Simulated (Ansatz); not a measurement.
Total energies of B(PH3)H3 (BPH₆) from Ansatz at CCSD(T)/def2-TZVPD, gas phase (1 Eh = 27.2114 eV = 2625.5 kJ/mol). The reference geometry is relaxed at PBE0-D4/def2-TZVP.

```csv
atom,x (Å),y (Å),z (Å)
B1,0.871,-0.537,-0.390
P2,-0.648,0.399,0.291
H3,-1.900,0.152,-0.306
H4,-0.634,1.807,0.240
H5,-0.990,0.213,1.644
H6,0.920,-0.201,-1.550
H7,0.595,-1.702,-0.217
H8,1.787,-0.132,0.288
```

```csv
state,geometry,energy (Eh)
charge 0 singlet,reference,-369.25093
charge -1 doublet,reference,-369.21531
free B atom (doublet),–,-24.59804
free P atom (quartet),–,-340.81397
free H atom (doublet),–,-0.49981
```

Correlated methods freeze 6 core orbitals.

**Question.** Work out the vertical electron affinity, to the doublet.

**Answer.** E(charge 0 singlet) − E(charge -1 doublet) = -369.25093 − (-369.21531) = -0.03562 Eh = -0.97 eV; negative, so the extra electron isn't bound.

**Question.** What is the binding energy per atom against free atoms?

**Answer.** Atoms: 1 × (-24.59804) + 1 × (-340.81397) + 6 × (-0.49981) = -368.41087 Eh. Binding: -368.41087 − (-369.25093) = 0.84006 Eh = 22.86 eV, or 2.86 eV for each of 8 atoms (no zero-point energy, no counterpoise term).

At CCSD(T)/def2-TZVPD the highest occupied level of the charge -1 doublet lies above zero (up to 1.35 eV). By energy differences it is unbound by 0.97 eV (vertical, to the charge 0 singlet, at CCSD(T)/def2-TZVPD) and held by the finite basis.
